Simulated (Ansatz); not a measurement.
Geometry optimisation, RKS B3LYP-D4/6-31G* (Ansatz 0.2.0).

input.yaml

```yaml
crystal:
  periodic: [false, false, false]
  atoms:
    - { symbol: B, position_ang: [0.044003, 0.308287, -0.0432] }
    - { symbol: F, position_ang: [-0.138698, 0.380554, 1.271543] }
    - { symbol: H, position_ang: [1.147715, 0.482488, -0.465212] }
    - { symbol: H, position_ang: [-0.922285, 0.150369, -0.729543] }
    - { symbol: S, position_ang: [0.312529, -2.690384, 0.650886] }
    - { symbol: H, position_ang: [-0.989871, -2.941544, 0.399748] }
    - { symbol: H, position_ang: [0.019107, -1.719269, 1.582978] }
basis:
  gaussian: { orbitals: "6-31G*" }
hamiltonian:
  xc: b3lyp
  dispersion: d4
relax:
  f_tol: 0.03
  max_steps: 50
output:
  orbitals: {}
```

Launched with:

```bash
$ ansatz run input.yaml --threads 1 --pin off --max-ram 2048MiB --backend cpu --events-out ev --progress --plain --runs-dir out
```

**Question.** Where does it end, and by what steps?

**Answer.** The run converged. The force dipped under the threshold on the way, but the program's further checks kept it going. After 18 steps the energy has fallen by 0.113 eV; H7 moved furthest, 0.84 Å.

| step | energy less start (eV) | largest force component (eV/Å) | accepted |
| --- | --- | --- | --- |
| 0 | 0.0000 | 0.726 | yes |
| 1 | -0.0223 | 0.772 | yes |
| 2 | -0.0490 | 0.415 | yes |
| 3 | -0.0559 | 0.414 | yes |
| 4 | -0.0480 | 1.195 | no |
| 5 | -0.0696 | 0.575 | yes |
| 6 | -0.0815 | 0.339 | yes |
| 7 | -0.0894 | 0.368 | yes |
| 8 | -0.0970 | 0.020 | yes |
| 9 | -0.0985 | 0.088 | yes |
| 10 | -0.0692 | 0.685 | no |
| 11 | -0.1030 | 0.024 | yes |
| 12 | -0.1044 | 0.236 | yes |
| 13 | -0.1052 | 0.191 | yes |
| 14 | -0.1108 | 0.034 | yes |
| 15 | -0.1119 | 0.085 | yes |
| 16 | -0.1125 | 0.076 | yes |
| 17 | -0.1129 | 0.065 | yes |
| 18 | -0.1131 | 0.017 | yes |

```xyz
7
Properties=species:S:1:pos:R:3
B 0.003 0.244 -0.057
F -0.571 0.594 1.102
H 1.195 0.322 -0.137
H -0.706 0.101 -1.011
S 0.121 -2.410 0.367
H -1.158 -2.548 0.773
H 0.589 -2.333 1.630
```

Whether the end is a true minimum wasn't checked by a vibrational analysis.

The run took 35 s on 1 thread of Arm Neoverse V1, on a shared host, peak memory 0.12 GiB.
